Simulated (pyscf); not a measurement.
PySCF, gas phase, ωB97X-D3(BJ)/def2-SVP geometries.

Question: PBE/def2-TZVP puts the barrier of `[CH3][InH2]` → `[CH3][In]` [singlet] + `[H][H]` (1,1-elimination; singlet surface; H–In, H–In broken, H–H formed) at 45.7 kcal/mol and the reaction energy at -0.8 kcal/mol, from the reactant's lowest minimum found. What do B3LYP-D3(BJ)/def2-TZVP, M06-2X/def2-TZVP, ωB97M-D3(BJ)/def2-TZVP give on the same structures?

Answer: B3LYP-D3(BJ): ΔE‡ = 50.9 kcal/mol, ΔE = -2.8 kcal/mol; M06-2X: ΔE‡ = 56.4 kcal/mol, ΔE = -0.7 kcal/mol; ωB97M-D3(BJ): ΔE‡ = 57.2 kcal/mol, ΔE = +2.5 kcal/mol. PBE's barrier lies under all of them, by 5.2 to 11.5 kcal/mol. Its reaction energy lies among theirs. Low barriers are usual for a GGA, whose delocalisation error favours stretched bonds. One saddle was located; it need not be the lowest between these sides. Elements past Kr carry the def2 core potentials, without spin-orbit coupling.
